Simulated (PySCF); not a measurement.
**HNO: calculation against measurement**

Isolated HNO, optimised in PySCF with density fitting and no spin–orbit coupling; def2 sets carry scalar-relativistic core potentials from Rb on. All levels below give a singlet of Cs symmetry: PBE0/def2-TZVP N–H 1.063 Å, N–O 1.190 Å, H–N–O 108.9°; B3LYP/def2-TZVP N–H 1.065 Å, N–O 1.197 Å, H–N–O 108.9°.

Counting electrons, nitrogen keeps 2 of its valence electrons outside its bonds, so the VSEPR class is AX2E1 and the expected shape is bent; with unlike ligands the computed point group is Cs.

Task: The measured dipole moment is 1.67 D (NIST CCCBDB Release 22 (SRD 101), experimental dipoles). What do the calculations give?

Result: PBE0/def2-TZVP 1.67 D, B3LYP/def2-TZVP 1.69 D. The measured value is a vibrational average, and the basis lacks diffuse functions.
